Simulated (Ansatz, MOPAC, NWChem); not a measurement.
# A ladder of methods for BNH6 (SMILES [BH3-][NH3+])

BNH6, singlet, SMILES `[BH3-][NH3+]`. Each level relaxes the structure for itself.

Quantity: the zero-point energy at each level's own minimum, in kJ/mol. The values are calculated.

```csv
level,kind,program,value (kJ/mol)
AM1,semi-empirical,MOPAC,197.3
PM6,semi-empirical,MOPAC,178.7
PM6-D3,semi-empirical,MOPAC,178.8
PM6-D3H4X,semi-empirical,MOPAC,180.4
HF/STO-3G,Hartree–Fock,Ansatz,221.9
HF/3-21G,Hartree–Fock,Ansatz,194.2
HF/6-31G* (Cartesian functions),Hartree–Fock,Ansatz,195.1
PBE-D3(BJ)/def2-SVP,GGA,NWChem,177.4
PBE/def2-SVP,GGA,Ansatz,177.7
r2SCAN/def2-TZVP,meta-GGA,Ansatz,182.9
```

Harmonic and unscaled. The values span 177.4 to 221.9 kJ/mol. Without the sets that lack polarisation functions the rows with a basis span only 177.4 to 195.1 kJ/mol.
